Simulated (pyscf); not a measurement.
HO–NbH(F)(F)–F -> O=Nb(F)(F)–F + hydrogen (H₂) (elimination; singlet surface; H–O, H–Nb broken, H–H formed). Optimised with ωB97X-D3(BJ)/def2-SVP in PySCF. Energies in kcal/mol from the reactant's lowest minimum found.

```csv
level,barrier,reaction energy
ωB97X-D3(BJ)/def2-TZVP,…,…
PBE/def2-TZVP,20.0,-12.5
r²SCAN/def2-TZVP,22.1,-10.5
B3LYP-D3(BJ)/def2-TZVP,…,-10.3
M06-2X/def2-TZVP,27.5,-9.2
ωB97M-D3(BJ)/def2-TZVP,26.2,-9.7
```

**Question.** Complete the blanks.

**Answer.** 
- ωB97X-D3(BJ)/def2-TZVP, barrier: 25.7
- ωB97X-D3(BJ)/def2-TZVP, reaction energy: -10.2
- B3LYP-D3(BJ)/def2-TZVP, barrier: 25.6

The functionals in the table span 7.5 kcal/mol in this barrier, from PBE to M06-2X. On the reactant side the descent ends in a point that may be a rotor saddle (no frequency run), 1.9 kcal/mol over the lowest minimum found and 23.8 kcal/mol under the saddle at ωB97X-D3(BJ)/def2-TZVP. At the saddle there is also a short H–Nb contact that neither side keeps. This is the saddle that the search found; another between the same sides may lie lower. Elements past Kr carry the def2 core potentials, without spin-orbit coupling.
